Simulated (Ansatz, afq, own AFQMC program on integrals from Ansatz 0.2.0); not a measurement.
# GeH⁻, singlet → GeH⁻, triplet

```xyz
2

Ge    0.0000    0.0000    0.0000
H     0.0000    0.0000    1.6332
```

E(triplet, charge -1) − E(singlet, charge -1) at this geometry, on RHF and UHF determinants.

Basis aug-cc-pVDZ. Noble-gas cores (and the filled d shells of Ga–Kr and In–Xe) are frozen. AFQMC by an in-house program on the Cholesky factors that Ansatz 0.2.0 writes for its CCSD(T) run. The CISD trial takes its coefficients from CCSD amplitudes. Released means that phaseless walkers are propagated on without the constraint, phases kept. Error bars are statistical, one sigma. No spin–orbit coupling. The errors of all members are added in quadrature.

Full CI on the same integrals is exact in this basis and with this determinant's frozen core.

Errors are counted within aug-cc-pVDZ, not against nature.

Cautions: inner d shell frozen; no relativity below Rb; no spin-orbit coupling; GeH⁻ (singlet): another spin lies lower, at this level and basis the anion state lies above a neutral one, restricted determinant unstable towards unrestricted (UHF 976 meV lower, ⟨S²⟩ 1.03), the CCSDT(Q) amplitudes may be one of several solutions (largest double 0.63), the CCSDTQ amplitudes may be one of several solutions (largest double 0.69), the ph-AFQMC/CISD walk drifts between its halves (2.6 errors), the released energy hasn't reached full CI (137 meV above it at 2.40 1/Eh), so no released level is given (meV from the phaseless value at times in 1/Eh: 0 ± 3 at 0.24, -5 ± 3 at 0.51, -7 ± 4 at 0.99, -11 ± 3 at 1.62, -10 ± 3 at 2.40), the determinant fills πx and πy unequally, so it mixes two states of the linear molecule, and each level undoes that mixture to a different degree, while full CI gives the lower state, CCSDTQ on the UHF determinant differs (680 meV lower), perhaps since the unrestricted series falls towards higher spin, its ph-AFQMC/CISD value lies 147 ± 4 meV above full CI.

| level | vertical spin gap (kcal/mol) |
| --- | --- |
| HF | -30.5 |
| CCSD | -20.1 |

(1) From these cheaper values, estimate the vertical spin gap at the reference level in aug-cc-pVDZ.

(1) -15.9 kcal/mol (full CI in aug-cc-pVDZ).

```
        level  vertical spin gap (kcal/mol)  error against FCI (kcal/mol)
          MP2                         -22.8                          -6.9
      CCSD(T)                         -18.9                          -3.0
        CCSDT                         -16.5                          -0.6
     CCSDT(Q)                         -15.7                           0.2
       CCSDTQ                         -15.9                           0.0
  ph-AFQMC/HF                   -18.6 ± 0.6                    -2.7 ± 0.6
ph-AFQMC/CISD                  -19.2 ± 0.09                   -3.3 ± 0.09
```

Correlation beyond CCSD(T) adds 3.0 kcal/mol. The perturbative (T) step is worth +1.1 kcal/mol. Where a determinant mixes two states, these steps and errors hold in part the undoing of that mixture, and only full CI is sure.

CCSDT and higher add their correlation energy to the determinant of the CCSD(T) run, since their own runs factorise the integrals more tightly (a shift of under 2 meV).
